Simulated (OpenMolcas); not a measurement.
# C2F4 (tetrafluoroethylene) at BLYP/6-31G

What is the vertical electron affinity of C2F4 (tetrafluoroethylene) at BLYP/6-31G? 

The results are computed with OpenMolcas 26.06.

## 1. The system as given

The species is C2F4 (6 atoms), meant as a singlet with charge 0. As SMILES, `FC(F)=C(F)F`. The shape is that of a PBE0-D4/def2-TZVP optimisation.

Bond lengths: F1–C2 1.310 Å, C2–F3 1.310 Å, C2–C4 1.320 Å, C4–F5 1.310 Å, C4–F6 1.310 Å. Angles: F1–C2–F3 113.3°, F1–C2–C4 123.4°, F3–C2–C4 123.4°, C2–C4–F5 123.4°, C2–C4–F6 123.4°, F5–C4–F6 113.3°.

## 2. Energy and forces at BLYP/6-31G

The input, job.input:

```
&GATEWAY
 BasLib=$CurrDir
 Coord
 6
 bohr
 F      2.20946778    -2.14389429    -1.33792610
 C      0.38266954    -1.20980266     0.04856596
 F     -0.63778257    -2.87351755     1.57281905
 C     -0.35602440     1.16936253    -0.07766774
 F      0.66423873     2.83326638    -1.60173186
 F     -2.18301162     2.10345415     1.30882431
 Basis=6-31G
 Group=NoSym

&SEWARD
 GridInput
 Grid=Coarse
 End of Grid

&SCF
 KSDFT=BLYP
 PrOrbitals=0

&ALASKA
```

The basis set 6-31G is read from a file made from the Basis Set Exchange's data (not shown).

Launch:

```console
$ export MOLCAS_MEM=1860
$ pymolcas job.input > job.log
```

Log (excerpt; [...] marks lines left out):

```text
--- Start Module: gateway ---
[...]
--- Stop Module: gateway /rc=_RC_ALL_IS_WELL_ ---
[...]
      Basis functions           54
[...]
--- Start Module: scf ---
[...]
       Convergence after  10 Iterations
[...]
::    Total KS-DFT energy                            -475.3357354313
[...]
      Total spin, S                                     0.0000000000
[...]
      Total electronic charge=   48.000000
      Total            charge=   -0.000000
[...]
      Dipole Moment (debye):
      Origin of the operator (angstrom)=    0.0070   -0.0107   -0.0077
                   X=  3.2839E-04               Y= -2.3102E-04               Z= -2.1088E-04           Total=  4.5352E-04
      Quadrupole Moment (debye*angstrom):
[...]
--- Stop Module: scf /rc=_RC_ALL_IS_WELL_ ---
[...]
--- Start Module: alaska ---
[...]
 *              Molecular gradients               *
 **************************************************
  Irreducible representation: a
 ------------------------------------------------------------------------------------------
                              X                       Y                       Z
 ------------------------------------------------------------------------------------------
  F1               -5.09219651910851E-02    2.45243248170617E-02    3.91639690082926E-02
  C2                1.25194291255035E-02   -4.02219241457882E-02    2.10515102692091E-03
  F3                2.92875029589421E-02    4.50390874875346E-02   -4.28178465801583E-02
  C4               -1.24455314713234E-02    4.01982854714937E-02   -2.16605622858076E-03
  F5               -2.93100116545721E-02   -4.50570699611106E-02    4.28443132825400E-02
  F6                5.08705762325672E-02   -2.44827036692357E-02   -3.91295305090047E-02
 ------------------------------------------------------------------------------------------
--- Stop Module: alaska /rc=_RC_ALL_IS_WELL_ ---
[...]
```

Wall time 3.9 s (1 thread of Arm Neoverse V1, shared host); peak memory 0.39 GiB.

## 3. The doublet anion

job.input: that of step 2 with these lines changed.

```diff
@@ -1,3 +1,6 @@
+* C2F4 Kohn-Sham DFT
+
 &GATEWAY
- BasLib=$CurrDir
+ BasLib
+ $CurrDir
  Coord
@@ -11,4 +14,6 @@
  F     -2.18301162     2.10345415     1.30882431
- Basis=6-31G
- Group=NoSym
+ Basis
+ 6-31G
+ Group
+ NoSym
 
@@ -20,4 +25,11 @@
 &SCF
- KSDFT=BLYP
- PrOrbitals=0
+ UHF
+ Charge
+ -1
+ Spin
+ 2
+ KSDFT
+ BLYP
+ PrOrbitals
+ 0
```

The basis set 6-31G is read from a file made from the Basis Set Exchange's data (not shown).

Launch:

```console
$ export MOLCAS_MEM=1860
$ pymolcas job.input > job.log
```

Log (excerpt; [...] marks lines left out):

```text
--- Start Module: gateway ---
[...]
--- Stop Module: gateway /rc=_RC_ALL_IS_WELL_ ---
[...]
      Basis functions           54
[...]
--- Start Module: scf ---
[...]
       Convergence after  14 Iterations
[...]
::    Total KS-DFT energy                            -475.1925795988
[...]
      Total spin, S                                     0.5009022098
[...]
      Total electronic charge=   49.000000
      Total            charge=   -1.000000
[...]
      Dipole Moment (debye):
      Origin of the operator (angstrom)=    0.0070   -0.0107   -0.0077
                   X=  2.8122E-04               Y= -1.7796E-04               Z= -3.2555E-04           Total=  4.6555E-04
      Center of Charge (angstrom)
[...]
--- Stop Module: scf /rc=_RC_ALL_IS_WELL_ ---
[...]
--- Start Module: alaska ---
[...]
 *              Molecular gradients               *
 **************************************************
  Irreducible representation: a
 ------------------------------------------------------------------------------------------
                              X                       Y                       Z
 ------------------------------------------------------------------------------------------
  F1               -9.31651948786030E-02    4.67606859399421E-02    7.10394850020357E-02
  C2               -5.98723107288943E-03    1.92708462058227E-02   -1.09004811175982E-03
  F3                5.25333886740063E-02    8.40537951562812E-02   -7.79209272303536E-02
  C4                6.05312907499561E-03   -1.92929117880519E-02    1.02059935551430E-03
  F5               -5.25627142356360E-02   -8.40820530503219E-02    7.79318275596488E-02
  F6                9.31286224380639E-02   -4.67103624637080E-02   -7.09809365751539E-02
 ------------------------------------------------------------------------------------------
--- Stop Module: alaska /rc=_RC_ALL_IS_WELL_ ---
[...]
```

Run time: 4.5 s. Hardware: 1 thread of Arm Neoverse V1, shared host; peak memory 0.39 GiB.

## 4. Outcome

Level: BLYP/6-31G.

```
                                         quantity          value
                       singlet C2F4: total energy  -475.33574 Eh
                      singlet C2F4: dipole moment         0.00 D
                        singlet C2F4: HOMO energy       -5.84 eV
                        singlet C2F4: LUMO energy       -0.22 eV
                      singlet C2F4: HOMO–LUMO gap        5.62 eV
           singlet C2F4: largest force on an atom     3.536 eV/Å
                      doublet anion: total energy  -475.19258 Eh
doublet anion: HOMO energy (highest over α and β)        8.04 eV
 doublet anion: LUMO energy (lowest over α and β)        9.17 eV
                              doublet anion: ⟨S²⟩          0.752
          doublet anion: largest force on an atom     6.487 eV/Å
vertical electron affinity (to the doublet anion)      -3.895 eV
```

What this shows: The anion lies 3.90 eV (376 kJ/mol) above the neutral: the electron isn't bound at this level, and such a value depends on the basis. Without diffuse functions anions come out too high. The largest force (singlet C2F4) is 3.54 eV/Å: the shape isn't a stationary point for this species at this level. Mulliken charges (doublet anion) run from -0.33 on F1 to +0.17 on C2. The HOMO (doublet anion) lies at positive energy, 8.04 eV, as semi-local functionals often give for anions; only total energies tell whether the electron is bound.
